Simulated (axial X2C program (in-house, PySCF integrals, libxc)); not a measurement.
**Spin–orbit effects along a row: molecules with Al (ions), PBE0**

Calculated with an in-house relativistic program for diatomic molecules, spin-free (one-electron X2C) or two-component (2c: spin–orbit coupling with atomic mean-field Coulomb and Gaunt terms, which also bring small scalar terms), in Dyall basis sets with cores contracted in-house; open shells are unrestricted.

Basis sets: Al dyall-av3z, B dyall-av3z, C dyall-av3z, Li dyall-av3z, N dyall-av3z, O dyall-av3z.

```
molecule   spin-free state  Re (Å)  ωe (cm⁻¹)  De (eV)  2c state  Re 2c (Å)  ωe 2c (cm⁻¹)  De 2c (eV)
   LiAl⁻  M_S = 3/2, Λ = 0   2.555      344.7      n/a   Ω = 3/2      2.556         344.6         n/a
    AlB⁻  M_S = 3/2, Λ = 0   2.074      596.2     3.28   Ω = 3/2      2.074         596.2        3.28
    AlC⁻    M_S = 1, Λ = 1   1.887      705.2     3.07     Ω = 2      1.887         705.2        3.08
    AlN⁻  M_S = 1/2, Λ = 0   1.714      893.2     3.75   Ω = 1/2      1.714         893.2        3.75
    AlO⁻    M_S = 0, Λ = 0   1.644      976.9     6.03     Ω = 0      1.645         977.0        6.03
```

Question: Work out the shifts from the spin-free to the two-component result.

Answer: 

```csv
molecule,2c state,ΔRe (Å),Δωe (cm⁻¹),ΔDe (eV)
LiAl⁻,Ω = 3/2,0.001,-0.1,n/a
AlB⁻,Ω = 3/2,0.000,0.0,0.00
AlC⁻,Ω = 2,0.000,0.0,0.01
AlN⁻,Ω = 1/2,0.000,0.0,0.00
AlO⁻,Ω = 0,0.001,0.1,0.00
```

Shifts of one unit in the last digit are rounding.

Fragments in 2c: Al- + Li, Al- + B, Al + C-, Al- + N, Al + O-. Each entry is the lowest single determinant of a limited PBE0 search at one distance. De goes to single-determinant-based atoms at the same level (for ions the charge split of lowest energy) and is withheld (n/a) where an atom does not fit its ground term or J level. Main or longest-lived isotopes. One determinant is a doubtful description, or other states lie close, for LiAl⁻, AlB⁻, AlC⁻, AlN⁻; these need not be ground states, and all values refer to the states named. Some open-shell Ω = 0 determinants are out of reach, so the Ω given for AlC⁻ need not be the lowest component. With several unpaired electrons the Ω given is that of one determinant, not necessarily of the lowest component. Some light 2c atoms are not at their ground J level, so De misses part of their lowering (0.04 eV or less). The functionals have no current term, which raises determinants with orbital currents.
